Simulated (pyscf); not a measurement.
Thermochemistry of product channels of Cl–AlH–Cl (SMILES [Cl][AlH][Cl]) + HO–SiH₃ (SMILES O[SiH3]) on the singlet surface, in kJ/mol, from ωB97M-D3(BJ)/def2-TZVP energies (ideal gas, 1 atm, RRHO with modes under 100 cm⁻¹ raised to 100, one conformer, R ln 2 for chiral ones without a mode under 150 cm⁻¹). PySCF, gas phase, ωB97X-D3(BJ)/def2-SVP geometries.

```
products                                                                    ΔE  ΔH(298 K)  ΔG(298 K)  ΔG(900 K)
----------------------------------------------------------------------  ------  ---------  ---------  ---------
HO–Al(Cl)–Cl (SMILES [OH][Al]([Cl])[Cl]) + SiH₄ (SMILES [SiH4])          -49.0      -48.8      -43.7      -34.5
H₃Si–O–Al(Cl)–Cl (SMILES [SiH3][O][Al]([Cl])[Cl]) + H₂ (SMILES [H][H])  -133.4     -141.0     -129.8     -113.1
```

These are energies of the channels, which say nothing of barriers.
